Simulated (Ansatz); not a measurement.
A calculation with Ansatz (development build ahead of 0.2.0).

```yaml
crystal:
  periodic: [false, false, false]
  atoms:
    - { symbol: F, position_ang: [0.0, 0.21429, -1.13594] }
    - { symbol: C, position_ang: [0.0, -0.36349, 0.04337] }
    - { symbol: O, position_ang: [0.0, 0.1492, 1.09258] }
basis:
  gaussian: { orbitals: def2-SVP }
magnetization:
  spin_polarized: true
  initial_magnetization: 1
hamiltonian:
  xc: hf
correlation:
  method: ccsd_t
  frozen_orbitals: { C: 1, F: 1, O: 1 }
scf:
  omitted_lower_state_checks: [starts, atomic_configurations, cluster_reference, orbital_swaps, given_window_search, neighbouring_geometries, increment]
```

The input is written out in the form of the current development build from the run's settings.

Output:

| Quantity | Value |
| --- | --- |
| Converged | yes |
| Reference energy | -211.94171 hartree |
| Correlation energy | -0.49201 hartree |
| Total energy | -212.43372 hartree |
| Stability test | minimum |
